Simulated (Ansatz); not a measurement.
Consider Ge in the diamond structure (space group Fd-3m, No. 227; a = 5.6762 Å).

Computed with PBEsol (Ansatz, a program for electronic structure; PAW; 420 eV plane waves; without spin-orbit coupling).

The change: Si takes the place of Ge on all its sites, then cell and atoms are relaxed.

Measured lattice parameter a: Ge 5.644 Å (static lattice; corrected from measurement; as listed in Daniel Mejia-Rodriguez, S. B. Trickey, Phys. Rev. B (2018)); Si 5.421 Å (static lattice; corrected from measurement; as listed in Daniel Mejia-Rodriguez, S. B. Trickey, Phys. Rev. B (2018)).

Problem. How well does PBEsol reproduce the measured shift?

Solution. With PBEsol the lattice parameter a moves by -0.242 Å (5.676 → 5.434) against -0.223 Å measured.

Whether these cells are dynamically stable was not tested.
